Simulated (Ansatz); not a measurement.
## hcp Be

Computed with HSE06 (plane waves, PAW; Ansatz, a program for electronic structure).

Settings: plane-wave cutoff 500 eV, 12×12×8 k mesh (along the axes of the cell as run), Fermi–Dirac smearing 0.1 eV, scalar-relativistic PAW data made under PBE.

Cell: relaxed at this level.

```yaml
volume_per_atom: 7.87 Å³/atom
lattice_parameter_a: 2.261 Å
c axis length: 3.556 Å
```

Measured, for comparison: lattice constant a 2.286 Å (293 K, not corrected to a static lattice, our sources range from 2.286 to 2.290; as tabulated in Wikipedia's data pages); lattice parameter c 3.584 Å (293 K, not corrected to a static lattice; as tabulated in Wikipedia's data pages). Computed (rounded) less measured: lattice constant a -1.1 % (-1.1 % to -1.3 % over the range), lattice parameter c -0.8 %. A static lattice is as a rule a little smaller and stiffer than an uncorrected measurement, which narrows the difference in the lattice constant a, lattice parameter c and would widen misses of the other sign.

Note: exact exchange on metals is sensitive to the k mesh and can open a false gap.

The result took about 4 core-minutes (a rough figure).
